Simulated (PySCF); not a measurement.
# A diatomic session: AlSi

The task here is to estimate one member of a computed series from the others.

Method: Al x2c-SVPall, Si x2c-SVPall, spin-free X2C with a Gaussian nucleus; program: PySCF 2.14.0.

The first run:

A driver script around PySCF takes these settings:

```yaml
atoms: Al, Si
charge: 0
basis: Al x2c-SVPall, Si x2c-SVPall
Hamiltonian: spin-free X2C with a Gaussian nucleus
basis_functions: 36
electrons_treated: 27
masses_in_u: 26.9815, 27.9769
levels: PBE0, PBE, r²SCAN, B2PLYP, MN15, TPSS, HF, MP2, SCS-MP2, CCSD, CCSD(T)
grid: 80 radial by 434 angular points
occupations: held fixed by the projection of orbital angular momentum
dissociation_limit: Al + Si, each in its ground configuration
starting_distance_in_angstrom: 2.310
values_of_2S_to_try: 1, 3
```

The run is started by

```
$ OMP_NUM_THREADS=1 python dia.py task.json out
```

Among the steps run: Input; The PBE0 curve of the state that the search chose; Other states along the same grid; PBE (GGA); r²SCAN (meta-GGA); B2PLYP; MN15 (hybrid meta-GGA); TPSS (meta-GGA); UHF (mean field); Correlated methods on the Hartree–Fock reference.

One table of the session follows, with a row left open; its other results are not shown here.

Energy (eV) from each level's lowest point:

```
R (Å)    UHF  UHF-MP2  UHF-SCS-MP2  UHF-CCSD  UHF-CCSD(T)
2.085  0.793    0.658        0.666       n/a          n/a
2.182  0.393    0.282        0.287     0.313        0.308
2.279  0.155    0.082        0.085     0.099        0.096
2.351  0.056    0.015        0.017     0.023        0.021
2.424  0.008    0.000        0.000     0.000        0.000
2.497      ?        ?            ?         ?            ?
2.594  0.035    0.103        0.098     0.089        0.093
2.715  0.130    0.250        0.240     0.226        0.234
2.860  0.287    0.468        0.449     0.431        0.442
3.054  0.524    0.783        0.749       n/a          n/a
```

**Question.** Estimate the row for R (Å) = 2.497.

Worked estimate for «UHF». A straight line through the neighbours (2.424, 0.008) and (2.594, 0.035) gives 0.008 + (0.035 − 0.008) × (2.497 − 2.424) / (2.594 − 2.424) = 0.020; a parabola fitted to 4 rows on both sides gives 0.003.

**Answer.** UHF: 0.000; UHF-MP2: 0.025; UHF-SCS-MP2: 0.023; UHF-CCSD: 0.018; UHF-CCSD(T): 0.020. In «UHF» the line misses by +0.020 and the parabola by +0.003.

Limits of these values: Lowest PBE0 solution found, without spin–orbit coupling: ⁴Σ⁻ (quartet), unpaired electrons σ ↑, π ↑↑. Warnings in the runs' records: inverted.
